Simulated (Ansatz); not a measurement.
How well does each level of theory give the lattice parameter c of 2H MoS2?

Reference value: 12.294 Å (measured, 300 K, not corrected to a static lattice; as tabulated in arXiv:1605.07067).

Problem. Put these levels in order of the lattice parameter c that they give for 2H MoS2, smallest first: PBE (Ansatz, a program for electronic structure), PBE-D3(BJ) (Ansatz), revPBE (Ansatz), r²SCAN (Ansatz), r²SCAN-D4 (Ansatz).

Solution. PBE-D3(BJ) (12.089 Å), r²SCAN-D4 (12.486 Å), r²SCAN (12.986 Å), PBE (14.797 Å), revPBE (17.813 Å)

Differences against the reference: PBE +20 %, revPBE +45 %, PBE-D3(BJ) -1.67 %, r²SCAN +5.63 %, r²SCAN-D4 +1.56 %.

The reference isn't brought to a static lattice, while the calculations are for one, so the differences are not the levels' errors alone. The crystal itself was run without spin with PBE, r²SCAN-D4, r²SCAN, PBE-D3(BJ), revPBE; a magnetic state was not tried in these runs. PBE, r²SCAN, revPBE: for a layered or molecular solid the relaxed cell lies over 5 % above the published volume, where the minimum can be shallow. PBE, r²SCAN, revPBE: the cell comes from a level without a dispersion term, which matters for the spacing of layers, chains or molecules. Cutoffs differ between the levels. Ansatz's density-functional and Hartree–Fock values are scalar-relativistic unless marked +SOC, with PAW data made under PBE.

Differences are worked out from the printed values.
